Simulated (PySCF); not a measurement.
Identify the unknown among the candidates.

All candidates are C3H4Cl2.

- Rotational structure: rotational constants A, B, C: 3.931, 2.952, 1.947 GHz [GFN2-xTB]
- NMR, other nuclei: isotropic shieldings of nuclei other than C and H, by class: 669 (2 Cl) ppm [GIAO PBE0/pcSseg-1]
- 13C NMR: chemical shifts (computed TMS as zero) by class: 71.6 (1 C), 24.6 (2 C) ppm [GIAO PBE0/pcSseg-1]
- 1H NMR: chemical shifts (computed TMS as zero) by class: 1.37 (4 H) ppm [GIAO PBE0/pcSseg-1]
- Dipole: 2.25 D [PBE0/pcSseg-1]

Gas-phase values; electronic properties from PySCF, density fitting. Levels stand in brackets. Isolated species at its GFN2-xTB geometry, gas phase. NMR classes are plain means over equivalent atoms (diastereotopic ones count apart unless rotation or inversion swaps them), as if these changed places fast.

Problem. Which candidate is it?
A. `CC=C(Cl)Cl`
B. `C=CC(Cl)Cl`
C. `ClC1(Cl)CC1`

Solution. C. It is `ClC1(Cl)CC1`. Numbering: `[Cl:1][C:2]1([Cl:3])[CH2:4][CH2:5]1`. Its formula, C3H4Cl2, gives 1 degree of unsaturation: 1 ring and 0 π bonds in the structure found. 3 carbons fall into 2 classes; from least to most shielded: CCl2 carbon [C2] (71.6 ppm), three-membered-ring carbon [C4/C5] (24.6 ppm, 2 C). All hydrogens form one class (1.37 ppm): methylene hydrogen. The other shieldings belong to: 669 ppm, alkyl chlorine [Cl1/Cl3]. The optimised geometry has point group C2v and is an asymmetric top. NMR values of atoms bound to several Cl lack the spin–orbit term that these neighbours bring.

The others, at the same levels:
- `C=CC(Cl)Cl` fails: it has 3 carbon classes against 2; its computed 13C shifts are 147.7 (1 C), 122.0 (1 C), 86.9 (1 C) ppm, 1H shifts are 6.31 (1 H), 6.06 (1 H), 5.44 (1 H), 5.42 (1 H) ppm and rotational constant A is 3.198 GHz (against 3.931 GHz).
- `CC=C(Cl)Cl` fails: it has 3 carbon classes against 2; its computed 13C shifts are 139.7 (1 C), 132.7 (1 C), 18.7 (1 C) ppm, 1H shifts are 6.04 (1 H), 2.00 (3 H) ppm and smallest rotational constant is 1.532 GHz (against 1.947 GHz).

Each candidate is one conformer, not necessarily the lowest. The conformers computed, where there is a choice (atom-mapped SMILES and torsion angles):
- `[CH2:1]=[CH:2][CH:3]([Cl:4])[Cl:5]`: C1–C2–C3–Cl4 120°
